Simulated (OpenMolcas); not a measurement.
# How methods differ on BN (SMILES B#N)

The species is BN (2 atoms), meant as a triplet with charge 0. As SMILES, `B#N`. Geometry: relaxed at GFN2-xTB.

```xyz
2

B     0.0000    0.0000    0.0000
N     0.0000    0.0000    1.2684
```

Quantity: the energy change with the B1–N2 bond stretched from 1.268 to 2.631 Å, in eV. The values are calculated.

```csv
level,kind,program,value (eV),less FCI/STO-3G,CPU time (all runs)
ROHF/STO-3G,Hartree–Fock,OpenMolcas,5.81,+2.29,9.6 s
USVWN5/STO-3G,LDA,OpenMolcas,5.38,+1.86,15 s
UPBE/STO-3G,GGA,OpenMolcas,4.85,+1.33,17 s
U-r2SCAN/STO-3G,meta-GGA,OpenMolcas,4.63,+1.11,19 s
UM06-2X/STO-3G,hybrid meta-GGA,OpenMolcas,4.36,+0.84,17 s
"CASSCF(4,4)/STO-3G",multireference,OpenMolcas,2.74,-0.78,6.4 s
FCI/STO-3G,exact in the basis,OpenMolcas,3.52,0.00,7.6 s
```

FCI/STO-3G is exact within its basis and frozen core, so for wave-function methods in that basis the difference is their error; functionals converge differently with the basis, so for them it is only a difference. The first shape isn't each level's own minimum. The values span 2.74 to 5.81 eV. Spin contamination of the reference (⟨S²⟩ at least 0.1 too high) touches USVWN5/STO-3G, UPBE/STO-3G, U-r2SCAN/STO-3G, UM06-2X/STO-3G. All rows use very small basis sets, so even the best lies far from the true value. Times are those of the runs behind each value, whatever else they computed, on shared processors of several kinds: orders of magnitude only.
